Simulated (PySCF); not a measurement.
BH6NSi.
Atom-mapped SMILES: `[BH2:1][NH:2][SiH3:3]` (hydrogens: H4, H5 on B1; H6 on N2; H7, H8, H9 on Si3)

Computed, not measured: core-valence-separated Tamm–Dancoff BHandHLYP/aug-pcX-1 (pcseg-1 on H, def2-SVPD on Si) in PySCF, non-relativistic, gas phase, PBE0-D3(BJ)/def2-SVP geometry.

Computed nitrogen K-edge spectrum, Gaussian lines of 0.5 eV full width, highest printed point 100; it ends one width below the last computed root. The energies are unshifted.

| photon energy (eV) | absorption |
| --- | --- |
| 397.7 | 1 |
| 397.8 | 3 |
| 397.9 | 11 |
| 398.0 | 26 |
| 398.1 | 51 |
| 398.2 | 79 |
| 398.3 | 100 |
| 398.4 | 100 |
| 398.5 | 80 |
| 398.6 | 52 |
| 398.7 | 27 |
| 398.8 | 13 |
| 398.9 | 9 |
| 399.0 | 13 |
| 399.1 | 23 |
| 399.2 | 34 |
| 399.3 | 41 |
| 399.4 | 39 |
| 399.5 | 30 |
| 399.6 | 19 |
| 399.7 | 10 |
| 399.8 | 5 |
| 399.9 | 5 |
| 400.0 | 11 |
| 400.1 | 27 |
| 400.2 | 52 |
| 400.3 | 80 |
| 400.4 | 100 |
| 400.5 | 99 |
| 400.6 | 79 |
| 400.7 | 51 |
| 400.8 | 27 |
| 400.9 | 13 |
| 401.0 | 8 |
| 401.1 | 9 |
| 401.2 | 13 |
| 401.3 | 16 |
| 401.4 | 17 |
| 401.5 | 17 |
| 401.6 | 16 |

Question: Assign the maxima to core holes.

Answer: 4 maxima:
- 398.3 eV: N2 (silicon-bound nitrogen), 398.35 eV, f = 0.028, 100 % of the height at the exact maximum
- 399.3 eV: N2 (silicon-bound nitrogen), 399.33 eV, f = 0.011, 100 % of the height at the exact maximum
- 400.4 eV: N2 (silicon-bound nitrogen), 400.45 eV, f = 0.028, 100 % of the height at the exact maximum
- 401.4 eV: N2 (silicon-bound nitrogen), 401.30 eV, f = 0.003, 58 % of the height at the exact maximum; N2 (silicon-bound nitrogen), 401.64 eV, f = 0.003, 34 % of the height at the exact maximum

Roots within 0.03 eV on the same or equivalent atoms count as one line; shares under 12 % aren't listed.

Vibrational structure and lifetime widths aren't in the curve. The ionisation threshold wasn't computed; near and above it a finite basis only mimics Rydberg series and continuum.

The run took 2.4 s wall on one thread, Arm Neoverse V2 (aarch64) (shared host), and the process peaked at 0.49 GiB of memory.
